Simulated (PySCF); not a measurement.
Stationary points of SO₂(OH)

Computed with PBE0 in PySCF with S def2-TZVP, O def2-TZVP, H def2-TZVP; no relativity; density-fitted integrals.

Relaxations began from a few typed shapes; open shells are unrestricted. The search is not exhaustive: other isomers or separated fragments can lie lower, and high-lying points may rest on an excited occupation.

```json
{"spin": "doublet", "group": "C1", "bonds": "O–H 0.969 Å, S–O 1.434 Å, S–O 1.442 Å, S–O 1.609 Å", "angles": "H–O–S 108.0°, O–S–O 105.8°, O–S–O 108.1°, O–S–O 123.0°", "imaginary modes (cm⁻¹)": "none", "ΔE (kJ/mol)": "0.0", "ΔE with ZPE (kJ/mol)": "0.0"}
{"spin": "doublet", "group": "Cs", "bonds": "O–H 0.973 Å, S–O 1.427 Å, S–O 1.432 Å", "angles": "O–S–O 119.6°", "imaginary modes (cm⁻¹)": "162i", "ΔE (kJ/mol)": "146.7", "ΔE with ZPE (kJ/mol)": "–"}
```

The lowest minimum found is the doublet C1: O–H 0.969 Å, S–O 1.434 Å, S–O 1.442 Å, S–O 1.609 Å; H–O–S 108.0°, O–S–O 105.8°, O–S–O 108.1°, O–S–O 123.0°.
